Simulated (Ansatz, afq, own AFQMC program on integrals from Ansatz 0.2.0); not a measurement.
Integrals from Ansatz 0.2.0, then the random walk in our own AFQMC program (afq).

```yaml
crystal:
  periodic: [false, false, false]
  atoms:
    - {symbol: Al, position_ang: [-0.059867, 0.000147, -0.132768]}
    - {symbol: H, position_ang: [0.448722, 0.001802, 1.985772]}
    - {symbol: H, position_ang: [-0.317066, -0.008906, 1.956389]}
    - {symbol: H, position_ang: [0.733301, 1.383310, -0.188797]}
    - {symbol: H, position_ang: [0.737612, -1.380129, -0.199290]}
basis:
  gaussian: {orbitals: 6-31G}
magnetization: {spin_polarized: true, initial_magnetization: 1}
correlation: {method: ccsd_t, electrons: outside_noble_gas, hamiltonian_folder: ham}
```

```sh
$ ansatz run in.yaml --threads 1 --pin off --events-out ev --progress --plain --max-ram 16896MiB --backend cuda --devices 0, --max-vram 18GiB
```

afq runs on the folder ham with

```
--method phaseless --trial cisd --walkers 4000 --populations 20 --least-time 60 --time-step 0.005 --steps-per-block 50 --equilibration-blocks 28 --max-blocks 4000 --target-error 0.00016 --factor-cut 1e-05 --start spin_pure --seed 2706 --release-times 0.24,0.51,0.99,1.62,2.4 --release-step 0.03 --release-every 3 --taylor-order 6
```

Times are imaginary, in 1/Eh. The walk had a cap of 122 s. With eight or more populations the least sampling time is a fifth of least-time, and the error comes from their spread.

Output of the walk:

```
orbitals 16  electrons 4 3  factors 103 of 266
reference energy -244.10713626 Eh
CCSD correlation -0.07049046 Eh in 11 cycles, weight of the determinant in the CISD state 0.9460
energy of the start -244.177624 Eh
 block  time / (1/Eh)  mean weight  energy / Eh
     1     0.250  1.0001  -244.177245
     2     0.500  1.0000  -244.177267
     3     0.750  1.0000  -244.177401
     4     1.000  1.0000  -244.177562
     5     1.250  1.0000  -244.177709
     8     2.000  1.0001  -244.178045
    11     2.750  1.0001  -244.178270
    14     3.500  1.0000  -244.178400
    17     4.250  0.9999  -244.178391
    20     5.000  0.9997  -244.178374
    23     5.750  1.0000  -244.178427
    26     6.500  0.9999  -244.178544
    29     7.250  1.0001  -244.178558
    32     8.000  1.0000  -244.178495
    35     8.750  1.0000  -244.178486
    38     9.500  1.0000  -244.178609
    41    10.250  1.0000  -244.178670
    44    11.000  1.0001  -244.178539
    47    11.750  0.9998  -244.178541
    50    12.500  1.0000  -244.178578
    53    13.250  1.0000  -244.178575
    56    14.000  1.0001  -244.178639
    59    14.750  1.0001  -244.178513
    62    15.500  0.9999  -244.178605
    63    15.750  1.0001  -244.178765
    65    16.250  1.0002  -244.178487
    68    17.000  1.0001  -244.178482
    71    17.750  0.9999  -244.178544
    74    18.500  1.0000  -244.178450
    77    19.250  1.0000  -244.178595
    78    19.500  1.0000  -244.178586
error from the spread of 20 populations
released: time / (1/Eh)  energy / Eh  error  mean overlap
  0.24  -244.178593  0.000022  0.9986
  0.51  -244.178587  0.000014  1.0005
  0.99  -244.178593  0.000012  0.9998
  1.62  -244.178598  0.000010  1.0013
  2.40  -244.178582  0.000014  1.0017
energy -244.178566 +/- 0.000023 Eh
(rows thinned)
```

The run passed its tests (sampling time, drift between the halves within three errors, error under three times the target), which doesn't prove that it has relaxed.

Against this walk (error 0.6 meV) on the same determinant: CCSD(T) 7.9 meV higher, CCSDT(Q) 1.2 meV lower (within the noise), CCSDTQ 1.3 meV lower, full CI 1.3 meV lower. The error is statistical and leaves out the bias of the constraint. Released to 2.40 1/Eh the energy moves by -0.4 ± 0.7 meV (both errors), within twice the noise.

Cautions: constraint bias not in the error.

The walk took 24 s on 1 × NVIDIA H100 80GB HBM3 with 2 threads of AMD EPYC 7R13 Processor (Zen 3) (shared host) (the card was shared). The log's last line is the phaseless energy.

CCSDT and higher add their correlation energy to the determinant of the CCSD(T) run, since their own runs factorise the integrals more tightly (a shift of under 2 meV).
